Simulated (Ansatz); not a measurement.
Geometry optimisation, UKS r2SCAN-D4/cc-pVDZ (Ansatz 0.2.0).

Input:

```yaml
crystal:
  periodic: [false, false, false]
  atoms:
    - { symbol: H, position_ang: [0.155783, -1.336266, -0.920981] }
    - { symbol: O, position_ang: [0.555177, -1.035929, -1.752689] }
    - { symbol: C, position_ang: [-0.033115, -0.121432, 1.104331] }
    - { symbol: C, position_ang: [-0.559773, 0.905748, 0.473695] }
    - { symbol: H, position_ang: [1.377717, -0.635086, -1.434765] }
    - { symbol: H, position_ang: [0.089657, -0.471208, 2.131518] }
    - { symbol: H, position_ang: [-1.062365, 1.722225, 1.020473] }
    - { symbol: H, position_ang: [-0.522982, 0.971849, -0.621482] }
magnetization:
  spin_polarized: true
  initial_magnetization: 1
basis:
  gaussian: { orbitals: cc-pVDZ }
hamiltonian:
  xc: r2scan
  dispersion: d4
relax:
  f_tol: 0.03
  max_steps: 50
```

Command:

```bash
$ ansatz run input.yaml --threads 2 --pin off --max-ram 3072MiB --backend cpu --events-out ev --progress --plain --runs-dir out
```

Problem. Where does it end, and by what steps?

Solution. The forces met the threshold. The force dipped under the threshold on the way, but the program's further checks kept it going. After 18 steps the energy has fallen by 0.005 eV; H1 moved furthest, 0.30 Å.

```tsv
step	energy less start (eV)	largest force component (eV/Å)	accepted
0	0.0000	0.050	yes
1	0.0052	0.364	no
2	-0.0018	0.207	yes
3	-0.0021	0.178	yes
4	-0.0040	0.021	yes
5	-0.0042	0.037	yes
6	-0.0035	0.253	no
7	-0.0041	0.094	no
8	-0.0044	0.015	yes
9	-0.0043	0.134	no
10	-0.0045	0.039	yes
11	-0.0046	0.052	yes
12	-0.0047	0.035	yes
13	-0.0044	0.112	no
14	-0.0048	0.018	yes
15	-0.0042	0.187	no
16	-0.0048	0.053	yes
17	-0.0048	0.032	yes
18	-0.0049	0.001	yes
```

```xyz
8
Properties=species:S:1:pos:R:3
H 0.025 -1.401 -1.180
O 0.619 -0.949 -1.797
C 0.016 -0.103 1.153
C -0.544 0.872 0.470
H 1.303 -0.622 -1.192
H 0.156 -0.387 2.197
H -1.055 1.709 0.975
H -0.519 0.880 -0.627
```

Whether the end is a true minimum wasn't checked by a vibrational analysis.

The run took 43 s on 2 threads of Arm Neoverse V1, with other jobs on the host, peak memory 0.17 GiB.
